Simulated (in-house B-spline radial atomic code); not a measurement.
**RPA and G0W0 on LC-wPBE: neutral argon**

Configuration [Ne] 3s2 3p6, mean-field start LC-wPBE. Computed with a B-spline radial code for spherical atoms: all electrons, non-relativistic, point nucleus, each spin shell either full or empty, empty states to l = 9 with an (l + 1/2)⁻⁴ tail; G0W0 by contour deformation at full frequency.

Command:
```bash
python run_gw.py task.json out
```
Settings (radii: box in bohr, nucleus in fm):
```
Z                        18
electrons                18
configuration            [Ne] 3s2 3p6
hamiltonian              nr
method                   lc_wpbe
lmax                     9
spin_polarised           False
box_radius               40
intervals                53
```

Run time, properties included: 0.7 s on 1 thread of Intel(R) Xeon(R) 6975P-C (shared host).

Energies (hartree):

```csv
term,value
mean-field total,-527.42050
Hartree-Fock functional on these orbitals,-526.80650
direct second order,-1.1771
second-order exchange,0.40094
SOSEX correction,0.36596
```

(1) What is the RPA correlation energy, and what remains with SOSEX?

Quasi-particle levels (eV):

| level | occupied | mean field | Σx - vxc | Σc | QP weight | G0W0 |
| --- | --- | --- | --- | --- | --- | --- |
| 3p | yes | -14.973 | -0.97 | ? | ? | ? |

G0W0 = mean field + (Σx - vxc) + Σc, with Σc (partial-wave tail included) taken at the quasi-particle energy. Only the outer levels were computed. Levels of low weight are left out.

(2) Where does G0W0 put 3p?

Results:

(1) RPA gives -1.0324 hartree (-1.56 eV per electron); RPA + SOSEX gives -0.66648, and the second-order doubles -0.77613 hartree (no singles). RPA lacks exchange-type terms and so overcorrelates at short range.

(2) At -16.089 eV, with Σc = -0.15 eV and a quasi-particle weight of 0.928. The tabulated removal energy is 15.760 eV (NIST, measured); the calculation leaves out relativity, Breit and QED terms, and what these don't explain is the method's own error.
